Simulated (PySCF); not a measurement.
Species, as SMILES: P (PH3).
Geometry (B3LYP-D3(BJ)/def2-TZVP, fixed):
```xyz
4

P      0.0029     0.0016     0.1282
H     -0.0038     1.1839    -0.6561
H      1.0120    -0.6137    -0.6568
H     -1.0521    -0.5944    -0.6098
```
Charge 0, spin multiplicity 1.

How fast the lowest singlet excitation energy converges with the basis for several methods (PySCF): deviation from each method's own reference, in eV. References: CAM-B3LYP 6.592 eV, the value in aug-pcseg-3; PBE 6.099 eV, the value in aug-pcseg-3; PBE0 6.538 eV, the value in aug-pcseg-3. All functions are spherical. Density fitting with generated auxiliary sets. No added dispersion term, no relativity. Tamm-Dancoff approximation, the state taken by its order.

| basis | functions | CAM-B3LYP | PBE | PBE0 |
|---|---|---|---|---|
| def2-SVPD | 48 | 0.623 | 0.767 | 0.704 |
| aug-pcseg-1 | 54 | -0.021 | -0.015 | -0.008 |
| 6-311++G(3df,3pd) | 101 | 0.042 | 0.083 | 0.065 |
| aug-cc-pV(T+d)Z | 124 | 0.009 | 0.025 | 0.018 |
| cc-pV(Q+d)Z | 154 | 0.698 | 0.801 | 0.751 |
| def2-QZVPP | 160 | 0.544 | 0.648 | 0.599 |
| aug-cc-pV(Q+d)Z | 227 | 0.004 | 0.011 | 0.009 |
| aug-pcseg-3 | 236 | 0.000 | 0.000 | 0.000 |

Mean absolute deviation over 6-311++G(3df,3pd), aug-cc-pV(T+d)Z: CAM-B3LYP 0.025, PBE0 0.042, PBE 0.054 eV.
